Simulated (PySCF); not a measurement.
**One shape, several levels: doublet HO2**

Aim: a comparison of 6 runs (UHF/STO-3G, UHF/3-21G, UB3LYP/def2-TZVPPD, UCAM-B3LYP/def2-TZVPPD, UPBE0/def2-TZVPPD, USCS-MP2/def2-TZVPPD) of doublet HO2. 

Program for the calculation: PySCF 2.14.0.

4 further runs of the same task are left out: 4 set aside as unsound or not needed.

## Step 1: The system as given

HO2 has 3 atoms, charge 0, and is taken as a doublet. As SMILES of the parent species, `[O-]O`. Geometry: relaxed at PBE0-D4/def2-TZVPD. That shape belongs to the parent species and isn't relaxed for this state.

Bond lengths: O1–O2 1.479 Å, O2–H3 0.961 Å. Angles: O1–O2–H3 100.1°.

## Step 2: The energy at UHF/STO-3G (run 1)

Contents of mol.xyz:

```xyz
3

O     -0.357760     1.025590    -0.080830
O     -0.242260    -0.445880    -0.180750
H      0.600030    -0.579720     0.261570
```

Contents of input.py:

```python
from pyscf import gto, scf

mol = gto.M(
    atom='mol.xyz',
    verbose=3,
    spin=1,
    basis='sto-3g',
    max_memory=1860,
)

mf = scf.UHF(mol)
mf.conv_tol = 1e-10
mf.kernel()
if not mf.converged:
    mf = mf.newton().run(mf.mo_coeff, mf.mo_occ)

etot = mf.e_tot
print('E(%s) = %.9f' % ('HF', etot))
```

Run with:

```bash
$ OMP_NUM_THREADS=1 python input.py
```

What it wrote:

```text
converged SCF energy = -148.182399759283  <S^2> = 0.8585111  2S+1 = 2.1057171
E(HF) = -148.182399759
```

Run time: 0.66 s. Hardware: 1 thread of Arm Neoverse V1, shared host; peak memory 0.1 GiB.

## Step 3: The energy at UHF/3-21G (run 2)

Contents of run.py:

```python
from pyscf import gto

mol = gto.M(
    atom='O -0.357760 1.025590 -0.080830; O -0.242260 -0.445880 -0.180750; H 0.600030 -0.579720 0.261570',
    spin=1,
    max_memory=1860,
    verbose=4,
    basis='3-21g',
)

mf = mol.UHF()
mf.conv_tol = 1e-10
mf.kernel()
if not mf.converged:
    mf = mf.newton().run(mf.mo_coeff, mf.mo_occ)

e_final = mf.e_tot
print('E(%s) = %.9f' % ('HF', e_final))
```

Run with:

```bash
$ OMP_NUM_THREADS=1 python run.py
```

What it wrote:

```text
PySCF version 2.14.0

[INPUT] num. atoms = 3
[INPUT] num. electrons = 17
[INPUT] charge = 0
[INPUT] spin (= nelec alpha-beta = 2S) = 1
[INPUT] symmetry False subgroup None
[INPUT] Mole.unit = angstrom
[INPUT] Symbol           X                Y                Z      unit          X                Y                Z       unit  Magmom
[INPUT]  1 O     -0.357760000000   1.025590000000  -0.080830000000 AA   -0.676068418324   1.938084216093  -0.152746562649 Bohr   0.0
[INPUT]  2 O     -0.242260000000  -0.445880000000  -0.180750000000 AA   -0.457805050937  -0.842591084421  -0.341567997015 Bohr   0.0
[INPUT]  3 H      0.600030000000  -0.579720000000   0.261570000000 AA    1.133892366523  -1.095512028933   0.494295662402 Bohr   0.0

[... 104 lines left out ...]
converged SCF energy = -149.352708210205  <S^2> = 0.86350258  2S+1 = 2.1104526
E(HF) = -149.352708210
```

Run time: 0.8 s. Hardware: 1 thread of Arm Neoverse V1, shared host; peak memory 0.12 GiB.

## Step 4: A single-point energy at UB3LYP/def2-TZVPPD (run 3)

Contents of calc.py:

```python
from pyscf import gto, dft

mol = gto.M(
    atom=[
    ('O', (-0.357760, 1.025590, -0.080830)),
    ('O', (-0.242260, -0.445880, -0.180750)),
    ('H', (0.600030, -0.579720, 0.261570)),
],
    max_memory=1860,
    verbose=3,
    spin=1,
    basis='def2-tzvppd',
)

ks = dft.UKS(mol, xc='b3lyp')
ks.grids.level = 5
ks.conv_tol = 1e-10
ks.kernel()
if not ks.converged:
    ks = ks.newton().run(ks.mo_coeff, ks.mo_occ)

e_tot = ks.e_tot
print('Final energy', e_tot)
```

Run with:

```bash
$ OMP_NUM_THREADS=1 python calc.py
```

What it wrote:

```text
WARN: HOMO -0.31306996846364 >= LUMO -0.313069968463639

converged SCF energy = -150.966188669679  <S^2> = 0.75494993  2S+1 = 2.0049438
Final energy -150.96618866967884
```

Wall time 17 s (1 thread of Arm Neoverse V1, shared host); peak memory 0.48 GiB.

Runs 4 to 5 aren't shown in full; the table further down has their settings and results.

## Step 5: A single-point energy at USCS-MP2/def2-TZVPPD (run 6)

Contents of calc.py:

```python
from pyscf import gto, mp

molecule = gto.M(
    atom='''
O       -0.357760       1.025590      -0.080830
O       -0.242260      -0.445880      -0.180750
H        0.600030      -0.579720       0.261570
''',
    basis='def2-tzvppd',
    verbose=3,
    spin=1,
    max_memory=1860,
)

mf = molecule.UHF()
mf.conv_tol = 1e-10
mf.kernel()
if not mf.converged:
    mf = mf.newton().run(mf.mo_coeff, mf.mo_occ)

pt = mp.MP2(mf, frozen=2).run()
e_final = mf.e_tot + 1.2 * pt.e_corr_os + pt.e_corr_ss / 3
print('E(%s) = %.9f' % ('SCS-MP2', e_final))
```

Run with:

```bash
$ OMP_NUM_THREADS=1 python calc.py
```

What it wrote:

```text
converged SCF energy = -150.229100825078  <S^2> = 0.85591386  2S+1 = 2.1032488
E(UMP2) = -150.664372490975  E_corr = -0.435271665897292
E(SCS-UMP2) = -150.656733095318  E_corr = -0.427632270240534
E(SCS-MP2) = -150.656733095
```

Wall time 4.8 s (1 thread of Arm Neoverse V1, shared host); peak memory 0.23 GiB.

## Step 6: All runs side by side

```tsv
run	level	integration grid	frozen core orbitals	energy (Eh)	dipole moment (D) of the reference	HOMO energy (eV)	LUMO energy (eV)	wall time
1	UHF/STO-3G	–	–	-148.182400	1.45	-10.18	9.23	0.66 s
2	UHF/3-21G	–	–	-149.352708	2.17	-13.35	4.22	0.8 s
3	UB3LYP/def2-TZVPPD	5	–	-150.966189	1.99	-8.63	-4.46	17 s
4	UCAM-B3LYP/def2-TZVPPD	5	–	-150.915149	1.98	-10.54	-2.79	26 s
5	UPBE0/def2-TZVPPD	5	–	-150.802943	1.95	-8.91	-3.90	17 s
6	USCS-MP2/def2-TZVPPD	–	2	-150.656733	1.84	-13.93	1.87	4.8 s
```

## Step 7: Outcome

```
                                                         quantity          value
                                              run 6: total energy  -150.65673 Eh
                      run 6: dipole moment (Hartree–Fock density)         1.84 D
run 6: HOMO energy (Hartree–Fock orbitals) (highest over α and β)      -13.93 eV
 run 6: LUMO energy (Hartree–Fock orbitals) (lowest over α and β)        1.87 eV
               run 6: correlation energy (2 core orbitals frozen)     -427.6 mEh
                         run 6: ⟨S²⟩ of the reference determinant          0.856
```

**Reading.** Over runs 1, 2, 3, 4, 5 the dipole moment (its size) runs from 1.45 D (UHF/STO-3G) to 2.17 D (UHF/3-21G). Totals of different functionals can't be ranked against each other. In run 1 the basis is minimal, so the values are rough. Spin contamination of the reference: run 2 ⟨S²⟩ = 0.86, run 1 ⟨S²⟩ = 0.86, run 6 ⟨S²⟩ = 0.86. All runs together took 66 s, the longest 26 s.
